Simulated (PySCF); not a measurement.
Molecule: Phosphorus pentafluoride (SMILES F[P@TB1](F)(F)(F)F).

Mapped SMILES: `[F:1][P@TB1:2]([F:3])([F:4])([F:5])[F:6]`.

Geometry PBE0-D3(BJ)/def2-SVP throughout; GIAO in PySCF 2.14.0 with density-fitted response routines, gas phase, one conformer, non-relativistic; equivalent atoms averaged; functional PBE0.

Q: How do the absolute shieldings σ depend on the basis set? (ppm; last column core-seconds on 1 thread of an Arm Neoverse V1, shared host)

A: 
```tsv
basis set	functions	F6	F1	F3/F4/F5	P2	core-s
pcSseg-0	58	244.2	244.3	249.3	304.2	2.7
cc-pVDZ	88	239.2	239.2	245.2	427.8	4.5
aug-cc-pVDZ	142	238.0	238.1	251.1	420.0	8.4
cc-pVTZ	184	226.4	226.4	236.9	385.9	12
IGLO-III	219	219.0	219.0	228.7	370.5	15
```

Q: Which nucleus moves most, in ppm?

A: P2 (phosphorus bonded to 5 F): from 304.2 ppm with pcSseg-0 to 427.8 ppm with cc-pVDZ. The smallest spread is 22.4 ppm, at F3/F4/F5.

Q: Taking the largest basis, IGLO-III (219 functions), as the yardstick, rank the others by their worst heavy-atom deviation.

A: cc-pVTZ 15.4 ppm (184 functions), aug-cc-pVDZ 49.5 ppm (142 functions), cc-pVDZ 57.3 ppm (88 functions), pcSseg-0 66.4 ppm (58 functions).

A small basis that lands close on one nucleus may do so by chance; judge by the trend and by all nuclei.
